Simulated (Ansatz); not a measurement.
A nudged elastic band was laid between two geometries of C4H9NS (15 atoms, charge 0, multiplicity 1).

These are results of RKS PBE-D4/cc-pVDZ (Ansatz 0.2.0), not measurements.

- movable images: 5
- climbing image: yes
- spring: 5.0 eV/Å²
- optimiser: quadratic models (default)
- start path: through a guess of the saddle point
- force threshold: 0.03 eV/Å
- iteration limit: 60
- end points: relaxed

Image 0:

```xyz
15
Properties=species:S:1:pos:R:3
C -0.714 -1.309 1.324
C 0.041 -0.579 0.248
N 1.162 -1.282 -0.229
C -0.260 0.678 -0.205
C 0.564 1.397 -1.242
S -1.772 1.481 0.315
H -1.410 -0.632 1.850
H -1.304 -2.153 0.904
H 0.002 -1.741 2.056
H 1.069 -2.298 -0.141
H 1.446 -1.038 -1.181
H 0.125 1.327 -2.262
H 0.634 2.480 -1.007
H 1.606 1.015 -1.282
H -1.211 2.603 0.881
```

Image 6:

```xyz
15
Properties=species:S:1:pos:R:3
C -0.765 -1.334 1.288
C -0.021 -0.617 0.195
N 0.907 -1.431 -0.468
C -0.259 0.675 -0.197
C 0.540 1.378 -1.264
S -1.724 1.529 0.388
H -1.403 -0.638 1.860
H -1.404 -2.142 0.872
H -0.046 -1.818 1.985
H 1.402 -2.080 0.152
H 1.563 -0.932 -1.074
H 0.081 1.287 -2.273
H 0.618 2.464 -1.049
H 1.581 0.991 -1.331
H -1.093 2.617 0.945
```

Task: Which bonds break or form, and what moves?

Result: No bond is made or broken. The height of N3 over the plane of its neighbours goes from 0.31 to -0.30 Å.

Task: Give the energies along the band, and the barrier.

Result: It converged. The highest image is number 3 of 0 to 6, 0.049 eV above the first end and 0.056 eV above the last; the last end lies 0.007 eV below the first. A vibrational analysis at the climbing image gives one clearly imaginary mode, 450i cm⁻¹: a first-order saddle point.

| image | path coordinate (Å) | energy (eV) | height of N3 over the plane of its neighbours (Å) |
| --- | --- | --- | --- |
| 0 | 0.00 | 0.000 | 0.31 |
| 1 | 0.19 | 0.001 | 0.30 |
| 2 | 0.38 | 0.018 | 0.21 |
| 3 | 0.56 | 0.049 | 0.01 |
| 4 | 0.75 | 0.017 | -0.18 |
| 5 | 0.94 | -0.006 | -0.29 |
| 6 | 1.13 | -0.007 | -0.30 |

Task: What is the geometry of the highest image?

Result: 
```xyz
15
Properties=species:S:1:pos:R:3
C -0.738 -1.305 1.308
C 0.003 -0.582 0.216
N 1.008 -1.334 -0.365
C -0.264 0.700 -0.199
C 0.553 1.385 -1.266
S -1.743 1.535 0.360
H -1.413 -0.617 1.845
H -1.343 -2.142 0.897
H -0.017 -1.744 2.031
H 1.235 -2.254 -0.002
H 1.509 -1.007 -1.185
H 0.168 1.201 -2.296
H 0.552 2.483 -1.121
H 1.617 1.059 -1.239
H -1.149 2.571 1.047
```

Task: What are the harmonic wavenumbers there?

Result: 450i, 83, 131, 142, 241, 256, 273, 337, 402, 410, 446, 559, 619, 860, 892, 961, 983, 990, 1016, 1111, 1152, 1302, 1330, 1364, 1395, 1406, 1407, 1413, 1556, 1650, 2489, 2929, 2955, 2990, 3017, 3038, 3099, 3542, 3673 cm⁻¹.

Time of the run: 2.9 min on 2 threads of Intel(R) Xeon(R) Platinum 8488C (Sapphire Rapids), on a shared host, peak memory 0.21 GiB.
